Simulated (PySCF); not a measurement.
**LiH2O+, an ion with solvent molecules: interaction energy**

An exercise on one series of results from a longer session: the logs are not shown, and one member is left open.

Computed with PySCF 2.14.0; each step states its level. No surroundings beyond the atoms listed, unless a continuum is named. Atoms count from 0, parts from 1.

## The system as given

4 atoms, charge 1, multiplicity 1; geometry: GFN2-xTB. Parts: 1 = atom 0, `[Li+]`, charge 1; 2 = atoms 1–3, `O`, charge 0.

Set-up of the first run:

The job: settings as JSON, then the geometry in Å.

```
{"job": {"xc": "PBE0", "basis": "def2-TZVPD", "d3": "d3bj", "grid": 3, "kind": "geom", "shake": 0.01}, "charge": 1, "multiplicity": 1, "parts": [{"atoms": "0-0", "charge": 1, "multiplicity": 1}, {"atoms": "1-3", "charge": 0, "multiplicity": 1}]}
Li     0.092899     0.009892    -0.161058
O     -0.037781     1.463576    -1.161991
H     -0.346936     1.539940    -2.088675
H      0.223420     2.384355    -0.930364
```

The run is started by

```console
$ OMP_NUM_THREADS=1 python cluster_run.py task.json out
```

This one command runs all jobs of the session in turn.

Steps of the session up to this table: Geometry optimisation at PBE0-D3(BJ)/def2-TZVPD; Coupled-cluster interaction energy: CCSD(T) and MP2, 1.82 Å; Coupled-cluster interaction energy: CCSD(T) and MP2, 1.92 Å; Coupled-cluster interaction energy: CCSD(T) and MP2, 2.01 Å; Coupled-cluster interaction energy: CCSD(T) and MP2, 1.73 Å; Coupled-cluster interaction energy: CCSD(T) and MP2, 2.28 Å; Coupled-cluster interaction energy: CCSD(T) and MP2, 1.64 Å; Coupled-cluster interaction energy: CCSD(T) and MP2, 2.74 Å; Coupled-cluster interaction energy: CCSD(T) and MP2, 3.65 Å.

One of the session's tables, all rows but one given; the rest of the session is left out.

It belongs to the step «Coupled-cluster interaction energy: CCSD(T) and MP2, 3.65 Å». 

| method | interaction energy (kcal/mol) |
| --- | --- |
| HF/aug-cc-pVDZ | ? |
| MP2/aug-cc-pVDZ | -10.41 |
| CCSD/aug-cc-pVDZ | -10.38 |
| CCSD(T)/aug-cc-pVDZ | -10.30 |
| HF/aug-cc-pVQZ | -10.93 |
| MP2/aug-cc-pVQZ | -10.49 |
| SCS-MP2/aug-cc-pVQZ | -10.49 |
| MP2, extrapolated | -10.52 |
| CCSD(T), limit estimate | -10.41 |

Estimate the missing values for HF/aug-cc-pVDZ.

As computed: interaction energy (kcal/mol): -10.92. In the column «interaction energy (kcal/mol)» it lies between HF/aug-cc-pVQZ (-10.93) and MP2, extrapolated (-10.52).
